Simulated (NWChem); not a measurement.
Species: CH₆Si; SMILES [SiH3]C

```xyz
8

Si     0.0000     0.0000     0.6218
C      0.0000     0.0000    -1.2593
H     -1.0569    -0.9175     1.1510
H     -0.2661     1.3740     1.1510
H      1.3230    -0.4566     1.1510
H      0.1956    -1.0101    -1.6502
H      0.7769     0.6745    -1.6502
H     -0.9726     0.3356    -1.6502
```
Atoms are numbered in this order, from 1.

Program: NWChem. Geometry optimised at PBE0/def2-SVP; all other runs use it. 

```csv
quantity,level,value
"isotropic polarisability (bohr³), static",PBE0/def2-SVPD,[?]
"vertical ionisation energy, ΔSCF (eV)",PBE0/def2-SVP,[?]
"vertical, lowest excitation, singlet (eV)","PBE0/def2-SVPD, TDA",8.47
dipole in solution (D) in water,"PBE0/def2-SVP, SMD",1.04
dipole (D),PBE0/def2-SVP,0.80
highest harmonic frequency (cm⁻¹),PBE0/def2-SVP,[?]
```

### Question
Some entries are withheld; supply them.

### Answer

- isotropic polarisability (bohr³), static, value: 43.3
- vertical ionisation energy, ΔSCF (eV), value: 11.58
- highest harmonic frequency (cm⁻¹), value: 3171
